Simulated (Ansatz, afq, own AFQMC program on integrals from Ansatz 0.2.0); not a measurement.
# CH$_{2}$N, doublet → CH$_{2}$N⁺, singlet

```yaml
atoms:
  - { symbol: N, position_ang: [0.0000, 0.0000, 0.5108] }
  - { symbol: C, position_ang: [0.0000, 0.0000, -0.7748] }
  - { symbol: H, position_ang: [0.0000, 0.8569, 1.0670] }
  - { symbol: H, position_ang: [0.0000, -0.8569, 1.0670] }
```

Connectivity, by distances: NH2–C.

E(singlet, charge +1) − E(doublet, charge +0) at this geometry, on UHF and RHF determinants.

Basis cc-pVDZ. Only valence electrons are correlated. AFQMC by an in-house program on the Cholesky factors that Ansatz 0.2.0 writes for its CCSD(T) run. The CISD trial takes its coefficients from CCSD amplitudes. Released means that phaseless walkers are propagated on without the constraint, phases kept. ± is one standard error of the sampling. The errors of all members are added in quadrature.

No full CI on the walks' own integrals is used here; CCSDT(Q) serves as the reference and is uncertain by about the last step of the cluster series. Each member takes its own surest rung, up to full CI.

Errors are counted within cc-pVDZ, not against nature.

Cautions: CH₂N⁺ (singlet): restricted determinant unstable towards unrestricted (UHF 30 meV lower, ⟨S²⟩ 0.19).

Reference (CCSDT(Q)): 761.8 kJ/mol.

```csv
level,vertical ionization energy (kJ/mol),error against CCSDT(Q) (kJ/mol)
HF,761.5,-0.3
MP2,769.9,8.1
CCSD,765.9,4.0
CCSD(T),762.2,0.4
CCSDT,762.1,0.3
ph-AFQMC/HF,756.7 ± 3.5,-5.1 ± 3.5
ph-AFQMC/CISD,761.2 ± 0.7,-0.6 ± 0.7
released AFQMC,761.7 ± 0.7,-0.1 ± 0.7
```

Correlation beyond CCSD(T) takes off 0.4 kJ/mol. The perturbative (T) step is worth −3.6 kJ/mol.

A walk keeps the symmetry of its determinant, which the program's search chose and which needn't be the lowest solution, so a lower state of the same spin and another symmetry isn't excluded. Released energies are given only where the last usable release times agree within the noise; a slower fall can still hide under it.
